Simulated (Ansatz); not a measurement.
Basis-set extrapolation for C$_{6}$H$_{4}$O$_{2}$ (`O=C1C=CC(=O)C=C1`) (PBE0-D4/def2-TZVP geometry, frozen core, Ansatz). Multiplicity 1, RHF reference.

```json
{"": "HF", "def2-TZVPP": "-379.380133", "def2-QZVPP": "-379.396461"}
{"": "MP2 correlation", "def2-TZVPP": "-1.366025", "def2-QZVPP": "-1.461587"}
{"": "CCSD(T) correlation", "def2-TZVPP": "-1.457342", "def2-QZVPP": "not run"}
```

Energies in hartree. Use E(X) = E(∞) + A·exp(−7.88·√X) for Hartree–Fock and E(X) = E(∞) + B·X^(−2.97) for correlation, with X = 3 and 4, and add CCSD(T) minus MP2 of the smaller set to the MP2 limit.

**Question.** What is the CCSD(T) energy at the basis-set limit?

**Answer.** HF limit: -379.396461 + (-0.016328) × 0.13774 = -379.39871. MP2 limit: -1.461587 + (-0.095562) × 0.74074 = -1.53237. Higher-order term: -1.457342 − (-1.366025) = -0.09132. Total: -381.02240 hartree, 485.5 kJ/mol below CCSD(T)/def2-TZVPP.
